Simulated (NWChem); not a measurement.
Molecule: formaldehyde (CH2O); SMILES C=O

Results from NWChem. The geometry was optimised at PBE-D3(BJ)/def2-SVP.

Diagonal of the polarisability tensor at PBE0/def2-SVPD, 1065 nm: 12.87, 18.24, 22.59 bohr³.

### Question
Find the mean polarisability volume, the molar refraction, and the refractive index that an ideal gas of it would have at 273.15 K and 1 atm.

### Answer

1. Mean: one third of the trace = 17.90 bohr³ × 0.14818 Å³/bohr³ = 2.65 Å³.
2. Molar refraction (Lorentz-Lorenz): (4π/3) N_A α = 6.7 cm³/mol.
3. Number density p/kT = 2.687 × 10⁻⁵ Å⁻³; n − 1 = 2π N α = 4.48 × 10⁻⁴.
